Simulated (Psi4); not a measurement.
# SiH2Cl (chlorosilyl radical): UBLYP/cc-pVTZ

Aim: the vertical ionisation energy of SiH2Cl (chlorosilyl radical) at UBLYP/cc-pVTZ, from 2 runs. 

Program for the calculation: Psi4 1.11.

1 further run of the same task is left out (set aside as unsound or not needed).

### 1 The system as given

SiH2Cl: 4 atoms, total charge 0, spin state doublet. As SMILES, `[SiH2]Cl`. Geometry: relaxed at GFN2-xTB.

Bond lengths: Si1–Cl2 2.022 Å, Si1–H3 1.451 Å, Si1–H4 1.451 Å. Angles: Cl2–Si1–H3 110.3°, Cl2–Si1–H4 110.2°, H3–Si1–H4 114.9°.

### 2 The energy at UBLYP/cc-pVTZ

The input, input.in:

```
memory 1.6 GB

molecule system {
  0 2
  Si    -0.283580     0.237700     0.131590
  Cl     1.597690    -0.059610     0.811090
  H     -1.065000    -0.978280     0.263310
  H     -0.249110     0.800200    -1.205980
  symmetry c1
}

set {
  reference uks
  puream true
  e_convergence 1e-09
  d_convergence 1e-08
  scf_type pk
  dft_radial_points 99
  dft_spherical_points 590
  maxiter 200
}

energy('blyp/cc-pVTZ')
```

Started as:

```
$ psi4 -i input.in -o input.out -n 1
```

input.out:

```text
[...]
  Running in c1 symmetry.
[...]
  Nuclear repulsion =   78.978688451799243
[...]
  Multiplicity = 2
[...]
  Nalpha       = 17
  Nbeta        = 16
[...]
    Number of basis functions: 96
[...]
   @UKS iter   1:  -750.82356492083829   -9.96613e-02   4.16973e-03 DIIS/ADIIS
[...]
   @UKS iter  11:  -750.90321562566351   -1.59162e-11   5.66698e-09 DIIS
[...]
   @S^2 Observed:                7.515162073E-01
[...]
    Orbital Energies [Eh]
    ---------------------
    Alpha Occupied:
       1A   -100.767576     2A    -65.526157     3A     -9.184960
       4A     -7.014852     5A     -7.010000     6A     -7.008708
       7A     -5.090782     8A     -3.511995     9A     -3.509942
      10A     -3.506456    11A     -0.762182    12A     -0.487898
      13A     -0.358264    14A     -0.351125    15A     -0.312497
      16A     -0.284544    17A     -0.179601
    Alpha Virtual:
      18A     -0.026818    19A      0.013094    20A      0.030279
      21A      0.110365    22A      0.148786    23A      0.153261
      24A      0.165916    25A      0.168970    26A      0.197230
[...]
  @UKS Final Energy:  -750.90321562566351
   => Energetics <=
    Nuclear Repulsion Energy =             78.9786884517992434
    One-Electron Energy =               -1194.7373388392925335
    Two-Electron Energy =                 414.7336160648317787
    DFT Exchange-Correlation Energy =     -49.8781813030018455
    Empirical Dispersion Energy =           0.0000000000000000
    VV10 Nonlocal Energy =                  0.0000000000000000
    Total Energy =                       -750.9032156256635062
[...]
 Multipole Moments:
 ------------------------------------------------------------------------------------
     Multipole            Electronic (a.u.)      Nuclear  (a.u.)        Total (a.u.)
 ------------------------------------------------------------------------------------
 L = 1.  Multiply by 2.5417464519 to convert [e a0] to [Debye]
 Dipole X            :          3.0931165           -3.4048088           -0.3116923
 Dipole Y            :          0.1765471           -0.1734506            0.0030965
 Dipole Z            :          1.9256663           -2.0930649           -0.1673986
 Magnitude           :                                                    0.3538135
[...]
```

It took 29 s on 1 thread of Intel Xeon Platinum 8259CL at 2.50GHz (Skylake/Cascade Lake), shared host; peak memory 0.86 GiB.

### 3 The singlet cation: energy and forces at BLYP/cc-pVTZ

The input, calc.dat:

```
memory 1600 MB

molecule molecule1 {
  1 1
  Si    -0.53588853     0.44918790     0.24866906
  Cl     3.01919653    -0.11264657     1.53273796
  H     -2.01255832    -1.84868127     0.49758379
  H     -0.47074967     1.51215884    -2.27897191
  units au
  symmetry c1
}

set {
  puream true
  e_convergence 1e-09
  d_convergence 1e-08
  scf_type pk
  dft_radial_points 99
  dft_spherical_points 590
}

E, wfn = gradient('blyp/cc-pVTZ', return_wfn=True)
oeprop(wfn, 'QUADRUPOLE', 'MULLIKEN_CHARGES', 'WIBERG_LOWDIN_INDICES')
print_variables()
```

Started as:

```
$ psi4 -n 1 calc.dat calc.out
```

calc.out, cut to the lines that bear on the results:

```text
[...]
  Running in c1 symmetry.
[...]
  Nuclear repulsion =   78.978688623151612
[...]
  Multiplicity = 1
[...]
  Nalpha       = 16
  Nbeta        = 16
[...]
    Number of basis functions: 96
[...]
   @RKS iter   1:  -750.56027498097819    1.63629e-01   3.10294e-03 DIIS/ADIIS
[...]
   @RKS iter  11:  -750.59853230690430   -3.97904e-12   4.05137e-09 DIIS
[...]
  @RKS Final Energy:  -750.59853230690430
   => Energetics <=
    Nuclear Repulsion Energy =             78.9786886231516121
    One-Electron Energy =               -1185.8240771670666618
    Two-Electron Energy =                 405.8217073865195061
    DFT Exchange-Correlation Energy =     -49.5748511495087172
    Empirical Dispersion Energy =           0.0000000000000000
    VV10 Nonlocal Energy =                  0.0000000000000000
    Total Energy =                       -750.5985323069043034
[...]
  -Total Gradient:
     Atom            X                  Y                   Z
    ------   -----------------  -----------------  -----------------
       1       -0.035032537023     0.027874864129     0.014553173432
       2        0.011900045461    -0.009498788744    -0.005045631547
       3        0.016998019880     0.002761453270    -0.014635548524
       4        0.006134052852    -0.021137095327     0.005128301862
[...]
 Multipole Moments:
 ------------------------------------------------------------------------------------
     Multipole            Electronic (a.u.)      Nuclear  (a.u.)        Total (a.u.)
 ------------------------------------------------------------------------------------
 L = 1.  Multiply by 2.5417464519 to convert [e a0] to [Debye]
 Dipole X            :          1.8164782           -3.4048088           -1.5883306
 Dipole Y            :          0.5383651           -0.1734506            0.3649145
 Dipole Z            :          1.6580682           -2.0930649           -0.4349967
 Magnitude           :                                                    1.6867658
 L = 2.  Multiply by 1.3450342976 to convert [e a0^2] to [Debye ang]
 Quadrupole XX       :       -122.6513391          111.8188401          -10.8324990
 Quadrupole XY       :          9.7318759          -11.1825933           -1.4507174
[...]
  Mulliken Charges: (a.u.)
   Center  Symbol    Alpha    Beta     Spin     Total
[...]
```

Run time: 54 s. Hardware: 1 thread of Intel Xeon Platinum 8259CL at 2.50GHz (Skylake/Cascade Lake), shared host; peak memory 0.86 GiB.

### 4 Results

At UBLYP/cc-pVTZ:

```
                                          quantity          value
                      doublet SiH2Cl: total energy  -750.90322 Eh
                     doublet SiH2Cl: dipole moment         0.90 D
doublet SiH2Cl: HOMO energy (highest over α and β)       -4.89 eV
 doublet SiH2Cl: LUMO energy (lowest over α and β)       -3.44 eV
                              doublet SiH2Cl: ⟨S²⟩          0.752
                      singlet cation: total energy  -750.59853 Eh
                       singlet cation: HOMO energy      -14.22 eV
                       singlet cation: LUMO energy      -11.56 eV
                     singlet cation: HOMO–LUMO gap        2.66 eV
          singlet cation: largest force on an atom     2.421 eV/Å
vertical ionisation energy (to the singlet cation)       8.291 eV
```

In words: The vertical ionisation energy comes to 8.29 eV (800 kJ/mol). Only the singlet of the ionised species was computed; a triplet could lie lower. Mulliken charges (singlet cation) run from +0.12 on H4 to +0.63 on Si1.
